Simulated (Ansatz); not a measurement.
# Dissociation curves of CHF (SMILES [CH]F)

The species is CHF (3 atoms), meant as a singlet with charge 0. SMILES: `[CH]F`. The coordinates come from a GFN2-xTB relaxation.

```xyz
3

C    -0.1281   -0.3592   -0.1064
F     0.9696   -0.0113    0.5302
H    -0.8415    0.3705   -0.4238
```

The C1–F2 distance is scanned; the parts on either side stay rigid. Basis STO-3G, 2 core orbitals frozen in the correlated methods; program Ansatz 0.2.0. FCI is exact within this basis and core. Energies in eV from each method's value at 1.316 Å; methods without a U are spin-restricted; a dash marks a point that is missing or didn't converge. The shape above is that at 1.316 Å.

| distance (Å) | PBE | PBE0 | wB97X | wB97M-V | CCSD | BCCD(T) | CCSDTQ | FCI |
| --- | --- | --- | --- | --- | --- | --- | --- | --- |
| 1.316 | 0.00 | 0.00 | 0.00 | 0.00 | 0.00 | 0.00 | 0.00 | 0.00 |
| 1.645 | 1.27 | 1.68 | 1.71 | 1.73 | 1.51 | 1.50 | 1.41 | 1.41 |
| 1.974 | 3.49 | 4.28 | 4.42 | 4.44 | 3.25 | 3.35 | 3.19 | 3.19 |
| 2.631 | 6.34 | 7.56 | 8.00 | 8.02 | 4.06 | 4.17 | 4.20 | 4.20 |
| 3.289 | 7.32 | 8.72 | 9.49 | 9.53 | 4.13 | – | – | 4.29 |

Departure from the FCI curve at its largest: PBE +3.03 eV at 3.29 Å; PBE0 +4.44 eV at 3.29 Å; wB97X +5.20 eV at 3.29 Å; wB97M-V +5.24 eV at 3.29 Å; CCSD -0.16 eV at 3.29 Å; BCCD(T) +0.16 eV at 1.97 Å; CCSDTQ within 0.005 eV. Restricted functionals keep the electrons paired too, and rise too high.
